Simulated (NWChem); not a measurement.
System: hydrogen peroxide (H₂O₂); SMILES OO

Computed with NWChem. Pople sets run with spherical d functions. The geometry was optimised at PBE0/def2-SVP. Computed dipoles belong to the equilibrium geometry; the measured one is vibrationally averaged.

Measured dipole moment: 1.77 D (NIST CCCBDB, as tabulated in the package chemicals).

**Question.** Which of these levels lies farthest from the measured value, and how do the others fare: B3LYP/aug-cc-pVTZ; B3LYP/def2-SVP; B3LYP/3-21G; B3LYP/6-31G*; B3LYP/STO-3G; B3LYP/def2-TZVP; B3LYP/def2-SVPD; B3LYP/6-311++G**; B3LYP/6-31+G*?

**Answer.** B3LYP/STO-3G.
```
level              dipole moment (D)  computed − measured
-----------------  -----------------  -------------------
B3LYP/STO-3G                    1.42                -0.35
B3LYP/3-21G                     1.98                +0.21
B3LYP/6-31G*                    1.80                +0.03
B3LYP/6-31+G*                   1.87                +0.10
B3LYP/def2-SVP                  1.77                 0.00
B3LYP/def2-SVPD                 1.68                -0.09
B3LYP/def2-TZVP                 1.77                 0.00
B3LYP/6-311++G**                1.83                +0.06
B3LYP/aug-cc-pVTZ               1.64                -0.13
```
